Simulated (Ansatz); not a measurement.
doublet SO(+): levels of theory in one basis

```xyz
2

S     0.0000    0.0000   -0.7736
O     0.0000    0.0000    0.7736
```

Basis set: def2-SVP (spherical functions). Left uncorrelated: 6 orbitals. Correlation on ROHF uses semicanonical orbitals with singles. Charge 1, multiplicity 2.

Computed with Ansatz (development build ahead of 0.2.0); each method stands on the lowest determinant of its kind that the runs found.

| method | E − E(ROHF) (eV) | <S²> of the determinant |
| --- | --- | --- |
| ROHF | 0.00 | – |
| UHF | -1.17 | 1.47 |
| ROHF-MP2 | -9.44 | – |
| UHF-MP2 | -7.85 | 1.47 |
| ROHF-CCSD(T) | -9.87 | – |

Is a single determinant a sound starting point here?

It is doubtful. Unrestricted orbitals lower Hartree–Fock by 1.17 eV and <S²> is 1.47 where a pure state has 0.75, a sign of strong static correlation.

Caution for ROHF, ROHF-MP2, ROHF-CCSD(T): an unrestricted determinant lies well below. Caution for UHF, UHF-MP2: the unrestricted determinant is spin contaminated. Caution for ROHF-MP2, UHF-MP2: MP2 on this radical cation hangs on the determinant chosen. Caution for UHF-MP2: a plain start can end on a higher determinant. Caution for ROHF-CCSD(T): the program doubts this total.
